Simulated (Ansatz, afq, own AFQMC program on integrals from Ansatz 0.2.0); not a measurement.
AFQMC on a folder of integrals that Ansatz 0.2.0 wrote.

```yaml
crystal:
  periodic: [false, false, false]
  atoms:
    - {symbol: Sc, position_ang: [0.000000, 0.000000, 0.617143]}
    - {symbol: O, position_ang: [0.000000, 0.000000, -1.476490]}
    - {symbol: H, position_ang: [0.000000, 0.783613, -2.044398]}
    - {symbol: H, position_ang: [0.000000, -0.783613, -2.044398]}
basis:
  gaussian: {orbitals: def2-TZVP}
total_charge: 1
magnetization: {spin_polarized: false}
correlation: {method: ccsd_t, electrons: outside_noble_gas, hamiltonian_folder: ham}
```

```sh
$ ansatz run in.yaml --threads 1 --pin off --events-out ev --progress --plain --max-ram 24576MiB --backend cuda --devices 0, --max-vram 18GiB
```

afq runs on the folder ham with

```
--method phaseless --trial cisd --walkers 4000 --populations 20 --least-time 60 --time-step 0.005 --steps-per-block 50 --equilibration-blocks 40 --max-blocks 4000 --target-error 0.00019 --factor-cut 1e-05 --seed 3048 --release-times 0.24,0.6,1.2,2,3,4.2 --release-step 0.04 --release-every 3 --taylor-order 6
```

Times are imaginary, in 1/Eh. The walk had a cap of 302 s. With eight or more populations the least sampling time is a fifth of least-time, and the error comes from their spread.

afq prints:

```
orbitals 78  electrons 5 5  factors 613 of 743
reference energy -835.58699999 Eh
CCSD correlation -0.30259552 Eh in 27 cycles, weight of the determinant in the CISD state 0.8317
energy of the start -835.889584 Eh
 block  time / (1/Eh)  mean weight  energy / Eh
     1     0.250  1.0002  -835.888670
     2     0.500  1.0001  -835.891587
     3     0.750  1.0001  -835.893740
     4     1.000  0.9999  -835.894648
     5     1.250  0.9998  -835.895230
    10     2.500  0.9997  -835.897707
    37     9.250  0.9999  -835.899233
    67    16.750  1.0000  -835.898746
    97    24.250  1.0005  -835.897898
   127    31.750  1.0007  -835.898663
   157    39.250  1.0003  -835.897231
   187    46.750  1.0002  -835.897439
   217    54.250  1.0000  -835.895981
   241    60.250  1.0003  -835.902122
   247    61.750  0.9995  -835.899772
   277    69.250  1.0004  -835.899883
error from the spread of 20 populations
released: time / (1/Eh)  energy / Eh  error  mean overlap
  0.24  -835.898975  0.000128  0.9968
  0.60  -835.898904  0.000123  0.9909
  1.20  -835.899260  0.000137  0.9798
  2.00  -835.899057  0.000287  0.9688
  3.00  -835.899761  0.000623  0.9574
  4.20  -835.899997  0.000886  0.9306
energy -835.899028 +/- 0.000126 Eh
(rows thinned)
```

The run passed its tests (sampling time, drift between the halves within three errors, error under three times the target), which doesn't prove that it has relaxed, ending at its cap on processor time.

Against this walk (error 3.4 meV) on the same determinant: CCSD(T) 17.7 meV higher, CCSDT(Q) 2.0 meV lower (within the noise). The error is statistical and leaves out the bias of the constraint. Released to 2.00 1/Eh the energy moves by -1 ± 9 meV (both errors), within twice the noise.

Cautions: constraint bias not in the error; no relativity below Rb; outer-core shells of the metal frozen; higher spins were not checked; restricted determinant unstable towards unrestricted (UHF 991 meV lower, ⟨S²⟩ 1.00); CCSDT(Q) on the UHF determinant differs (301 meV lower), perhaps since the unrestricted series falls towards higher spin.

The walk took 9.4 min on 1 × NVIDIA H100 80GB HBM3 with 2 threads of AMD EPYC 7R13 Processor (Zen 3) (shared host) (the card was shared). The log's last line is the phaseless energy.

CCSDT and higher add their correlation energy to the determinant of the CCSD(T) run, since their own runs factorise the integrals more tightly (a shift of under 2 meV). A walk keeps the symmetry of its determinant, which the program's search chose and which needn't be the lowest solution, so a lower state of the same spin and another symmetry isn't excluded.
